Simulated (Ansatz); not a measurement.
Molecule (SMILES): [O-][O+]=O.
Atoms: O1, O2, O3. Bonds: O1-O2, O2-O3.

How fast the optimised O1-O2 bond length converges with the basis for several methods (Ansatz, a quantum-chemistry and plane-wave program): deviation from each method's own reference, in Å. References: B3LYP 1.2522 Å, the value in def2-QZVPPD; HF 1.1921 Å, the value in def2-QZVPPD; MP2 1.2778 Å, the value in def2-QZVPP; PBE 1.2716 Å, the value in def2-QZVPPD. Cartesian d functions, on some or all atoms, in 6-31G*; all else is spherical. In correlated methods cores are frozen. The T1 diagnostic of CCSD is high for at least one species. A restricted Hartree-Fock determinant is unstable towards unrestricted orbitals. No added dispersion term, no relativity. The reference of a correlated method is not its basis-set limit, which lies further on.

```json
[
 {"basis": "cc-pVDZ", "functions": "42", "B3LYP": "0.0076", "HF": "0.0047", "MP2": "0.0112", "PBE": "0.0076"},
 {"basis": "6-31G*", "functions": "45", "B3LYP": "0.0122", "HF": "0.0122", "MP2": "0.0224", "PBE": "0.0113"},
 {"basis": "6-311G**", "functions": "54", "B3LYP": "0.0055", "HF": "0.0023", "MP2": "0.0043", "PBE": "0.0057"},
 {"basis": "6-311+G**", "functions": "66", "B3LYP": "0.0040", "HF": "0.0020", "MP2": "0.0041", "PBE": "0.0039"},
 {"basis": "aug-cc-pVDZ", "functions": "69", "B3LYP": "0.0044", "HF": "0.0045", "MP2": "0.0131", "PBE": "0.0036"},
 {"basis": "pcseg-2", "functions": "90", "B3LYP": "0.0021", "HF": "0.0021", "MP2": "0.0049", "PBE": "0.0023"},
 {"basis": "6-311++G(3df,3pd)", "functions": "117", "B3LYP": "-0.0008", "HF": "-0.0006", "MP2": "-0.0016", "PBE": "-0.0014"},
 {"basis": "jun-cc-pV(T+d)Z", "functions": "117", "B3LYP": "0.0024", "HF": "0.0017", "MP2": "0.0051", "PBE": "0.0026"},
 {"basis": "def2-TZVPPD", "functions": "120", "B3LYP": "0.0007", "HF": "0.0011", "MP2": "0.0043", "PBE": "0.0007"},
 {"basis": "cc-pCVTZ", "functions": "129", "B3LYP": "0.0036", "HF": "0.0021", "MP2": "0.0050", "PBE": "0.0040"},
 {"basis": "aug-cc-pVTZ", "functions": "138", "B3LYP": "0.0028", "HF": "0.0020", "MP2": "0.0059", "PBE": "0.0030"},
 {"basis": "def2-QZVPP", "functions": "171", "B3LYP": "0.0007", "HF": "0.0002", "MP2": "0.0000", "PBE": "0.0009"}
]
```

Mean absolute deviation over 6-311G**, 6-311+G**, pcseg-2, 6-311++G(3df,3pd), jun-cc-pV(T+d)Z, def2-TZVPPD, cc-pCVTZ, aug-cc-pVTZ: HF 0.0017, B3LYP 0.0027, PBE 0.0029, MP2 0.0044 Å.
